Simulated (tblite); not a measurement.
Species: C₃H₂ClFO.
Numbering: `[O:1]=[C:2]([Cl:3])/[CH:4]=[CH:5]/[F:6]` (hydrogens: H7 on C4; H8 on C5)

Computed with GFN2-xTB (tblite), gas phase: L-BFGS steps from a force-field or distance-geometry start until the largest atomic force falls under 0.01 eV/Å.

Step 9: E = -564.7621 eV
```
atom  x, y, z in Å  |  force x, y, z in eV/Å
O1      1.5789   -0.8247    0.8226   -0.016   0.033  -0.035
C2      1.2040   -0.0880   -0.0339   -0.056  -0.007   0.013
Cl3     2.3611    0.6828   -1.1124    0.001   0.027  -0.032
C4     -0.1719    0.2940   -0.3416    0.018   0.015  -0.027
C5     -1.1572   -0.2130    0.3957   -0.027  -0.039   0.055
F6     -2.4292    0.0811    0.1791    0.054  -0.010   0.011
H7     -0.3712    0.9745   -1.1563    0.084  -0.042   0.042
H8     -1.0055   -0.8972    1.2224   -0.059   0.023  -0.026
```

Step 10: E = -564.7626 eV
```
atom  x, y, z in Å  |  force x, y, z in eV/Å
O1      1.5784   -0.8251    0.8234    0.009   0.026  -0.030
C2      1.2028   -0.0891   -0.0328   -0.023   0.015  -0.014
Cl3     2.3587    0.6856   -1.1155   -0.016  -0.002   0.004
C4     -0.1715    0.2931   -0.3406    0.009   0.011  -0.021
C5     -1.1579   -0.2128    0.3957   -0.019  -0.031   0.042
F6     -2.4293    0.0814    0.1790    0.038  -0.005   0.007
H7     -0.3665    0.9730   -1.1551    0.061  -0.015   0.011
H8     -1.0057   -0.8966    1.2214   -0.060   0.001   0.002
```

Step 11: E = -564.7629 eV
```
atom  x, y, z in Å  |  force x, y, z in eV/Å
O1      1.5782   -0.8248    0.8232    0.023   0.014  -0.018
C2      1.2018   -0.0892   -0.0326    0.008   0.021  -0.025
Cl3     2.3576    0.6870   -1.1170   -0.025  -0.012   0.017
C4     -0.1714    0.2925   -0.3402   -0.002  -0.002  -0.003
C5     -1.1582   -0.2131    0.3962   -0.001  -0.013   0.015
F6     -2.4286    0.0814    0.1791    0.008   0.002   0.001
H7     -0.3631    0.9720   -1.1543    0.038   0.008  -0.014
H8     -1.0071   -0.8964    1.2211   -0.050  -0.019   0.026
```

Step 12: E = -564.7631 eV
```
atom  x, y, z in Å  |  force x, y, z in eV/Å
O1      1.5784   -0.8242    0.8226    0.030   0.004  -0.006
C2      1.2012   -0.0889   -0.0329    0.026   0.016  -0.021
Cl3     2.3565    0.6877   -1.1177   -0.022  -0.010   0.015
C4     -0.1715    0.2921   -0.3399   -0.009  -0.012   0.011
C5     -1.1583   -0.2135    0.3968    0.010   0.003  -0.007
F6     -2.4280    0.0815    0.1792   -0.015   0.008  -0.004
H7     -0.3601    0.9714   -1.1540    0.017   0.019  -0.026
H8     -1.0092   -0.8967    1.2215   -0.037  -0.029   0.037
```

**Question.** Estimate the geometry and energy of step 13. (The exact step hangs on the optimiser's Hessian estimate; all steps are aligned on step 12, rigid shifts and turns removed.)

**Answer.** E = -564.7633 eV, largest force 0.048 eV/Å
```
atom  x, y, z in Å  |  force x, y, z in eV/Å
O1      1.5794   -0.8234    0.8217    0.034  -0.005   0.004
C2      1.2010   -0.0884   -0.0334    0.030   0.003  -0.007
Cl3     2.3545    0.6883   -1.1183   -0.008  -0.001   0.003
C4     -0.1715    0.2915   -0.3395   -0.010  -0.015   0.019
C5     -1.1584   -0.2140    0.3974    0.013   0.013  -0.020
F6     -2.4277    0.0817    0.1792   -0.029   0.012  -0.007
H7     -0.3562    0.9712   -1.1542   -0.006   0.020  -0.024
H8     -1.0121   -0.8975    1.2225   -0.024  -0.026   0.033
```

The energy changes by -0.0002 eV. The first-order estimate −F·Δx gives -0.0003 eV and the mean of the old and new forces, exact on a quadratic surface, -0.0002 eV. The step makes an angle of 55° with the force vector and moves no atom by more than 0.004 Å.

The cost below is that of the whole relaxation. Time: 0.1 s wall. Hardware: one thread of an Arm Neoverse V1, shared host with 32 logical CPUs at a one-minute load of 13.
